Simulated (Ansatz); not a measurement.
**A ladder of methods for AlH2ClF− (SMILES [F][AlH2-][Cl])**

AlH2ClF−: 5 atoms, total charge -1, spin state singlet. SMILES: `[F][AlH2-][Cl]`. Geometry: a GFN2-xTB relaxation, a rough one for these elements and not checked as a minimum.

```xyz
5

F    -1.1933    0.1142    1.2287
Al   -0.0869    0.0623   -0.0524
Cl    1.6539   -0.9929    0.5113
H    -0.7327   -0.7218   -1.2690
H     0.3590    1.5383   -0.4186
```

Each level gives the energy change with the F1–Al2 bond stretched from 1.693 to 2.117 Å (eV). The values are calculated.

```
                      level                    kind  program  value (eV)  less FCI/STO-3G  CPU time (all runs)
  SVWN5/STO-3G (restricted)                     LDA   Ansatz        1.80            -0.09                1.9 s
   BLYP/STO-3G (restricted)                     GGA   Ansatz        1.60            -0.29                2.9 s
 r2SCAN/STO-3G (restricted)                meta-GGA   Ansatz        1.76            -0.13                6.8 s
  BHLYP/STO-3G (restricted)           global hybrid   Ansatz        2.02            +0.13                2.9 s
  HSE06/STO-3G (restricted)  range-separated hybrid   Ansatz        1.82            -0.07                3.5 s
RPA@PBE/STO-3G (restricted)                     RPA   Ansatz        1.64            -0.25                4.2 s
BCCD(T)/STO-3G (restricted)   coupled cluster or CI   Ansatz        1.90            +0.01               0.56 s
CCSD(T)/STO-3G (restricted)   coupled cluster or CI   Ansatz        1.90            +0.01               0.49 s
                 FCI/STO-3G      exact in the basis   Ansatz        1.89             0.00                6.2 s
```

FCI/STO-3G is exact within its basis and frozen core, so for wave-function methods in that basis the difference is their error; functionals converge differently with the basis, so for them it is only a difference. Sets without diffuse functions describe the anion poorly. The first shape isn't each level's own minimum. The values span 1.60 to 2.02 eV. All rows use very small basis sets, so even the best lies far from the true value. Times are those of the runs behind each value, whatever else they computed, on shared processors of several kinds: orders of magnitude only.
